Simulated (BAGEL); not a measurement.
# C2H3F3 (1,1,2-trifluoroethane): a chain of runs

Aim: energy and forces (RI-MP2/x2c-SV(P)all), then energy and gradient (RI-MP2/x2c-SVPall), then energy and gradient (RI-MP2/x2c-TZVPall) of C2H3F3 (1,1,2-trifluoroethane). 

The calculation is run with BAGEL 1.2.2.

1 further run of the same task is left out (set aside as unsound or not needed).

## (1) The molecule

C2H3F3: 8 atoms, total charge 0, spin state singlet. SMILES: `FCC(F)F`. The shape is that of a PBE0-D4/def2-TZVP optimisation. This is one conformer, not always the lowest.

Bond lengths: F1–C2 1.372 Å, C2–C3 1.509 Å, C3–F4 1.352 Å, C3–F5 1.356 Å, C2–H6 1.093 Å, C2–H7 1.093 Å, C3–H8 1.095 Å. Some angles: F1–C2–C3 109.3°, C2–C3–F4 110.4°, C2–C3–F5 108.3°, F4–C3–F5 107.9°, F1–C2–H6 109.4°, F1–C2–H7 109.2°, C3–C2–H6 109.5°, C3–C2–H7 109.4°, C2–C3–H8 113.0°, F4–C3–H8 108.2°.

## (2) Energy and gradient at RI-MP2/x2c-SV(P)all (DKH2, density fitting with tzvpp-jkfit, property dipole) (run 1)

The input, job.json:

```json
{ "bagel" : [

{
  "title" : "molecule",
  "basis" : "x2c-sv_p_all.json",
  "df_basis" : "tzvpp-jkfit",
  "angstrom" : "true",
  "dkh" : "true",
  "geometry" : [
    { "atom" : "F", "xyz" : [   -1.142800,   -0.681000,    1.163100 ] },
    { "atom" : "C", "xyz" : [   -0.188200,    0.195100,    0.711800 ] },
    { "atom" : "C", "xyz" : [    0.172900,   -0.152400,   -0.711300 ] },
    { "atom" : "F", "xyz" : [    0.824200,   -1.335800,   -0.756500 ] },
    { "atom" : "F", "xyz" : [    1.011700,    0.803600,   -1.182200 ] },
    { "atom" : "H", "xyz" : [    0.701700,    0.118900,    1.342500 ] },
    { "atom" : "H", "xyz" : [   -0.588500,    1.211500,    0.747300 ] },
    { "atom" : "H", "xyz" : [   -0.698800,   -0.217000,   -1.370500 ] }
  ]
},
{
  "title" : "force",
  "method" : [
    { "title" : "mp2", "ncore" : 5 }
  ]
}

]}
```

The basis set x2c-SV(P)all is read from a file made from the Basis Set Exchange's data (not shown).

Started as:

```bash
$ BAGEL_NUM_THREADS=1 BAGEL job.json > job.out
```

What it wrote:

```text
* using 1 threads per process

  ===============================================================
  ===============================================================

  *** Geometry ***

  { "atom" : "F", "xyz" : [     -2.159579,     -1.286903,      2.197940 ] },
  { "atom" : "C", "xyz" : [     -0.355646,      0.368686,      1.345107 ] },
  { "atom" : "C", "xyz" : [      0.326734,     -0.287994,     -1.344162 ] },
[... 4 lines of this table left out ...]
  { "atom" : "H", "xyz" : [     -1.320541,     -0.410071,     -2.589870 ] },

[... 25 lines left out ...]
    * SCF iteration converged.
[... 1 line left out ...]
    * Permanent dipole moment:
[... 6 lines left out ...]
      MP2 correlation energy:   -0.8001270899
[... 1 line left out ...]
    * Permanent dipole moment: MP2 unrelaxed
[... 10 lines left out ...]
    * Permanent dipole moment: MP2 relaxed
[... 37 lines left out ...]
    * METHOD: FORCE                                1.89

  ===============================================================
```

Wall time 2.3 s (1 thread of Intel Xeon 6975P-C (Granite Rapids), shared host); peak memory 0.16 GiB.

## (3) Energy and gradient at RI-MP2/x2c-SVPall (DKH2, density fitting with tzvpp-jkfit, property dipole) (run 2)

The input, mp2.json:

```json
{ "bagel": [

{
  "title": "molecule",
  "basis": "x2c-svpall.json",
  "df_basis": "tzvpp-jkfit",
  "angstrom": true,
  "dkh": true,
  "geometry": [
    { "atom": "F", "xyz": [   -1.142800,   -0.681000,    1.163100 ] },
    { "atom": "C", "xyz": [   -0.188200,    0.195100,    0.711800 ] },
    { "atom": "C", "xyz": [    0.172900,   -0.152400,   -0.711300 ] },
    { "atom": "F", "xyz": [    0.824200,   -1.335800,   -0.756500 ] },
    { "atom": "F", "xyz": [    1.011700,    0.803600,   -1.182200 ] },
    { "atom": "H", "xyz": [    0.701700,    0.118900,    1.342500 ] },
    { "atom": "H", "xyz": [   -0.588500,    1.211500,    0.747300 ] },
    { "atom": "H", "xyz": [   -0.698800,   -0.217000,   -1.370500 ] }
  ]
},
{
  "title": "force",
  "method": [
    { "title": "mp2", "ncore": 5 }
  ]
}

]}
```

The basis set x2c-SVPall is read from a file made from the Basis Set Exchange's data (not shown).

Started as:

```bash
$ BAGEL_NUM_THREADS=1 BAGEL mp2.json > mp2.out
```

What it wrote:

```text
* using 1 threads per process

  ===============================================================
  ===============================================================

  *** Geometry ***

  { "atom" : "F", "xyz" : [     -2.159579,     -1.286903,      2.197940 ] },
  { "atom" : "C", "xyz" : [     -0.355646,      0.368686,      1.345107 ] },
  { "atom" : "C", "xyz" : [      0.326734,     -0.287994,     -1.344162 ] },
[... 4 lines of this table left out ...]
  { "atom" : "H", "xyz" : [     -1.320541,     -0.410071,     -2.589870 ] },

[... 25 lines left out ...]
    * SCF iteration converged.
[... 1 line left out ...]
    * Permanent dipole moment:
[... 6 lines left out ...]
      MP2 correlation energy:   -0.8204897528
[... 1 line left out ...]
    * Permanent dipole moment: MP2 unrelaxed
[... 10 lines left out ...]
    * Permanent dipole moment: MP2 relaxed
[... 37 lines left out ...]
    * METHOD: FORCE                                2.25

  ===============================================================
```

Run time: 2.7 s. Hardware: 1 thread of Intel Xeon 6975P-C (Granite Rapids), shared host; peak memory 0.18 GiB.

## (4) Energy and forces at RI-MP2/x2c-TZVPall (DKH2, density fitting with tzvpp-jkfit, property dipole) (run 3)

The input, job.json:

```json
{ "bagel": [

{
  "title": "molecule",
  "basis": "x2c-tzvpall.json",
  "df_basis": "tzvpp-jkfit",
  "angstrom": true,
  "dkh": true,
  "geometry": [
    { "atom": "F", "xyz": [      -1.142800,      -0.681000,       1.163100 ] },
    { "atom": "C", "xyz": [      -0.188200,       0.195100,       0.711800 ] },
    { "atom": "C", "xyz": [       0.172900,      -0.152400,      -0.711300 ] },
    { "atom": "F", "xyz": [       0.824200,      -1.335800,      -0.756500 ] },
    { "atom": "F", "xyz": [       1.011700,       0.803600,      -1.182200 ] },
    { "atom": "H", "xyz": [       0.701700,       0.118900,       1.342500 ] },
    { "atom": "H", "xyz": [      -0.588500,       1.211500,       0.747300 ] },
    { "atom": "H", "xyz": [      -0.698800,      -0.217000,      -1.370500 ] }
  ]
},

{
  "title": "force",
  "method": [
    {
      "title": "mp2",
      "ncore": 5
    }
  ]
}

]}
```

The basis set x2c-TZVPall is read from a file made from the Basis Set Exchange's data (not shown).

Started as:

```bash
$ BAGEL_NUM_THREADS=1 BAGEL job.json > job.out
```

What it wrote:

```text
* using 1 threads per process

  ===============================================================
  ===============================================================

  *** Geometry ***

  { "atom" : "F", "xyz" : [     -2.159579,     -1.286903,      2.197940 ] },
  { "atom" : "C", "xyz" : [     -0.355646,      0.368686,      1.345107 ] },
  { "atom" : "C", "xyz" : [      0.326734,     -0.287994,     -1.344162 ] },
[... 4 lines of this table left out ...]
  { "atom" : "H", "xyz" : [     -1.320541,     -0.410071,     -2.589870 ] },

[... 25 lines left out ...]
    * SCF iteration converged.
[... 1 line left out ...]
    * Permanent dipole moment:
[... 6 lines left out ...]
      MP2 correlation energy:   -1.0688062762
[... 1 line left out ...]
    * Permanent dipole moment: MP2 unrelaxed
[... 10 lines left out ...]
    * Permanent dipole moment: MP2 relaxed
[... 37 lines left out ...]
    * METHOD: FORCE                                7.34

  ===============================================================
```

It took 8.1 s on 1 thread of Intel Xeon 6975P-C (Granite Rapids), shared host; peak memory 0.48 GiB.

## (5) Summary of results

```
                                                                           quantity          value
                                           run 1, RI-MP2/x2c-SV(P)all: total energy  -376.56760 Eh
run 1, RI-MP2/x2c-SV(P)all: dipole moment (of the density that the program reports)         1.53 D
            run 1, RI-MP2/x2c-SV(P)all: correlation energy (5 core orbitals frozen)     -800.1 mEh
                               run 1, RI-MP2/x2c-SV(P)all: largest force on an atom     0.347 eV/Å
                                             run 2, RI-MP2/x2c-SVPall: total energy  -376.59705 Eh
  run 2, RI-MP2/x2c-SVPall: dipole moment (of the density that the program reports)         1.50 D
              run 2, RI-MP2/x2c-SVPall: correlation energy (5 core orbitals frozen)     -820.5 mEh
                                 run 2, RI-MP2/x2c-SVPall: largest force on an atom     0.264 eV/Å
                                            run 3, RI-MP2/x2c-TZVPall: total energy  -377.31336 Eh
 run 3, RI-MP2/x2c-TZVPall: dipole moment (of the density that the program reports)         1.53 D
             run 3, RI-MP2/x2c-TZVPall: correlation energy (5 core orbitals frozen)    -1068.8 mEh
                                run 3, RI-MP2/x2c-TZVPall: largest force on an atom     0.353 eV/Å
```

In words: The largest force (run 1, RI-MP2/x2c-SV(P)all) is 0.35 eV/Å: the shape isn't a stationary point for this species at this level. The largest force (run 3, RI-MP2/x2c-TZVPall) is 0.35 eV/Å: the shape isn't a stationary point for this species at this level. The largest force (run 2, RI-MP2/x2c-SVPall) is 0.26 eV/Å: the shape isn't a stationary point for this species at this level.
